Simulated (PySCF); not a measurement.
# CH⁺ at RHF-CCSD

Computed with RHF-CCSD; basis H def2-SVP, C def2-SVP; no relativity; PySCF 2.14.

```
state                          : ¹Σ⁺ (singlet), closed shell
bond length                    : 1.135 Å
harmonic wavenumber            : 2966 cm⁻¹
force constant                 : 4.82 mdyn/Å
rotational constant Be         : 14.06 cm⁻¹
anharmonicity ωexe             : 64.2 cm⁻¹
vibration–rotation constant αe : 0.488 cm⁻¹
well depth De to H + C⁺        : 92.6 kcal/mol
dissociation energy D0         : 88.4 kcal/mol
```

Correlated steps freeze 1 core orbital. Correlated levels converge slowly with the basis: in double zeta they bind strong bonds too weakly, by up to about 1 eV, and carry superposition errors of some tenths. For an ion De counts to the pair picked by the measured ionisation energies or electron affinities, which need not be the lowest pair at this level. Where the molecule has an RHF reference, its open-shell atoms are computed with UHF.
